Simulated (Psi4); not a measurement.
# [NO2]− (nitrite): BLYP/def2-TZVPPD

What is the vertical singlet–triplet gap of [NO2]− (nitrite) at BLYP/def2-TZVPPD? 

The calculation is run with Psi4 1.11.

## 1. The molecule

[NO2]− has 3 atoms, charge -1, and is taken as a singlet. As SMILES, `O=N[O-]`. The shape is that of a PBE0-D4/def2-TZVPD optimisation.

Bond lengths: O1–N2 1.245 Å, N2–O3 1.245 Å. Angles: O1–N2–O3 116.8°.

## 2. A single-point energy at BLYP/def2-TZVPPD

Contents of calc.py:

```python
import psi4

psi4.set_memory(2200000000)
psi4.set_num_threads(1)
psi4.set_output_file('psi4.out', False)

geom = psi4.geometry("""
-1 1
O      0.322840     0.992650     0.287620
N      0.325750    -0.245400     0.151990
O     -0.648590    -0.747260    -0.439610
symmetry c1
""")

options = {'puream': True, 'e_convergence': 1e-09, 'd_convergence': 1e-08, 'scf_type': 'pk', 'dft_radial_points': 99, 'dft_spherical_points': 590}
psi4.set_options(options)

result, w = psi4.energy("blyp/def2-TZVPPD", return_wfn=True)
psi4.oeprop(w, "QUADRUPOLE", "MAYER_INDICES", "DIPOLE", title="BLYP")
print(f'total energy {result:.8f} hartree = {result * 27.211386:.5f} eV')
```

On the command line:

```
python calc.py
```

psi4.out, shortened:

```text
[...]
  Running in c1 symmetry.
[...]
  Nuclear repulsion =   63.552463700874917
[...]
  Multiplicity = 1
[...]
  Nalpha       = 12
  Nbeta        = 12
[...]
    Number of basis functions: 117
[...]
   @RKS iter   1:  -204.96776098104974   -1.29654e-01   7.12098e-03 DIIS/ADIIS
[...]
   @RKS iter  11:  -205.23955906208144   -1.13943e-10   9.57338e-09 DIIS
[...]
    Orbital Energies [Eh]
    ---------------------
    Doubly Occupied:
       1A    -18.546221     2A    -18.546219     3A    -13.899246
       4A     -0.832820     5A     -0.669033     6A     -0.297806
       7A     -0.189075     8A     -0.183367     9A     -0.167208
      10A     -0.023765    11A      0.011537    12A      0.051345
[...]
  @RKS Final Energy:  -205.23955906208144
   => Energetics <=
    Nuclear Repulsion Energy =             63.5524637008749167
    One-Electron Energy =                -413.6010973266501196
    Two-Electron Energy =                 169.0089805926207305
    DFT Exchange-Correlation Energy =     -24.1999060289269607
    Empirical Dispersion Energy =           0.0000000000000000
    VV10 Nonlocal Energy =                  0.0000000000000000
    Total Energy =                       -205.2395590620814403
[...]
 Multipole Moments:
 ------------------------------------------------------------------------------------
     Multipole            Electronic (a.u.)      Nuclear  (a.u.)        Total (a.u.)
 ------------------------------------------------------------------------------------
 L = 1.  Multiply by 2.5417464519 to convert [e a0] to [Debye]
 Dipole X            :          0.1401071           -0.0026610            0.1374461
 Dipole Y            :         -0.0962817            0.0018292           -0.0944525
 Dipole Z            :          0.0000000           -0.0000000            0.0000000
 Magnitude           :                                                    0.1667714
 L = 2.  Multiply by 1.3450342976 to convert [e a0^2] to [Debye ang]
 Quadrupole XX       :        -43.2283599           25.6597252          -17.5686347
 Quadrupole XY       :        -28.0806482           26.5457539           -1.5348942
[...]
```

On the terminal:

```text
total energy -205.23955906 hartree = -5584.85286 eV
```

Wall time 11 s (1 thread of AMD EPYC 7R43 (Zen 3), shared host); peak memory 0.69 GiB.

## 3. The triplet

Contents of job.dat:

```
memory 2200 mb

molecule {
  -1 3
  O
  N 1 1.24546
  O 2 1.245469 1 116.77261
  symmetry c1
}

set reference uks
set puream true
set e_convergence 1e-09
set d_convergence 1e-08
set scf_type pk
set dft_radial_points 99
set dft_spherical_points 590
set maxiter 100

energy_value, wavefunction = energy("blyp/def2-TZVPPD", return_wfn=True)
oeprop(wavefunction, "MAYER_INDICES", "WIBERG_LOWDIN_INDICES", "QUADRUPOLE")
```

On the command line:

```
psi4 job.dat job.out -n 1
```

job.out, shortened:

```text
[...]
  Running in c1 symmetry.
[...]
  Nuclear repulsion =   63.552469441985089
[...]
  Multiplicity = 3
[...]
  Nalpha       = 13
  Nbeta        = 11
[...]
    Number of basis functions: 117
[...]
   @UKS iter   1:  -204.89587620057364   -5.77682e-02   6.73246e-03 DIIS/ADIIS
[...]
   @UKS iter  13:  -205.14871989488819   -1.53477e-12   2.26098e-09 DIIS
[...]
   @S^2 Observed:                2.005686332E+00
[...]
  @UKS Final Energy:  -205.14871989488819
   => Energetics <=
    Nuclear Repulsion Energy =             63.5524694419850888
    One-Electron Energy =                -413.6946819164634235
    Two-Electron Energy =                 169.2380009098148435
    DFT Exchange-Correlation Energy =     -24.2445083302246829
    Empirical Dispersion Energy =           0.0000000000000000
    VV10 Nonlocal Energy =                  0.0000000000000000
    Total Energy =                       -205.1487198948881883
  UHF NO Occupations:
  HONO-2 :   11  A 1.9990485
  HONO-1 :   12  A 1.0000000
[...]
 Multipole Moments:
 ------------------------------------------------------------------------------------
     Multipole            Electronic (a.u.)      Nuclear  (a.u.)        Total (a.u.)
 ------------------------------------------------------------------------------------
 L = 1.  Multiply by 2.5417464519 to convert [e a0] to [Debye]
 Dipole X            :         -0.1613364            0.0027499           -0.1585865
 Dipole Y            :         -0.0992851            0.0016926           -0.0975925
 Dipole Z            :         -0.0000000            0.0000000           -0.0000000
 Magnitude           :                                                    0.1862095
 L = 2.  Multiply by 1.3450342976 to convert [e a0^2] to [Debye ang]
 Quadrupole XX       :        -39.3682578           23.0370349          -16.3312229
 Quadrupole XY       :         27.8593203          -25.3845745            2.4747459
[...]
```

It took 17 s on 1 thread of AMD EPYC 7R43 (Zen 3), shared host; peak memory 0.69 GiB.

## 4. Results

Level: BLYP/def2-TZVPPD.

```
                                                      quantity          value
                                         singlet: total energy  -205.23956 Eh
                                          singlet: HOMO energy        1.40 eV
                                          singlet: LUMO energy        4.35 eV
singlet: HOMO–LUMO gap (to an unbound level, set by the basis)        2.95 eV
                                         triplet: total energy  -205.14872 Eh
                   triplet: HOMO energy (highest over α and β)        4.04 eV
                                                 triplet: ⟨S²⟩          2.006
              vertical energy of the triplet above the singlet       2.472 eV
```

**Reading.** At this shape the triplet lies 2.47 eV (57 kcal/mol) above the singlet. The HOMO (singlet) lies at positive energy, 1.40 eV, from the functional's self-interaction, a short basis or an electron that isn't bound; only total energies against the neutral tell. The HOMO (triplet) lies at positive energy, 4.04 eV, from the functional's self-interaction, a short basis or an electron that isn't bound; only total energies against the neutral tell.
